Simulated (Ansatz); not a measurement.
2H WSe2 was calculated with PBE0 in Ansatz (plane waves, PAW).

Settings: plane-wave cutoff 460 eV, 9×9×2 k mesh (along the axes of the cell as run), Fermi–Dirac smearing 0.01 eV, no spin polarisation, scalar-relativistic PAW data made under PBE.

Cell (relaxed at this level):

WSe₂ is taken in the hexagonal space group P6₃/mmc (No. 194), Pearson symbol hP6. Conventional cell: a = 3.2859 Å, b = 3.2859 Å, c = 14.6428 Å, α = 90.00°, β = 90.00°, γ = 120.00°. W on 2c is coordinated by 6 Se at 2.522 Å (trigonal prismatic). Se on 4f has 3 W at 2.522 Å (trigonal pyramidal). (Neighbours: up to the widest gap in distance over summed covalent radii, below 1.35, at either atom; cation-cation and far metal-metal contacts left out.)

Task: Predict the band gap, smallest direct gap on the k points sampled and Γ–Γ gap.

Result: 
band gap: 2.60 eV
smallest direct gap on the k points sampled: 2.68 eV
Γ–Γ gap: 4.43 eV

Measured, for comparison: band gap 1.2 eV (room temperature, no zero-point or thermal correction, bulk 2H; as tabulated in Bastos et al. (2019), arXiv:1903.08112).

Note: the cell comes from a level without a dispersion term, which matters for the spacing of layers, chains or molecules; the cell has widely spaced layers and the level no dispersion term, so their spacing and the moduli can rest on weak binding.

Spin–orbit coupling is not included.

Ansatz is a first-principles code.
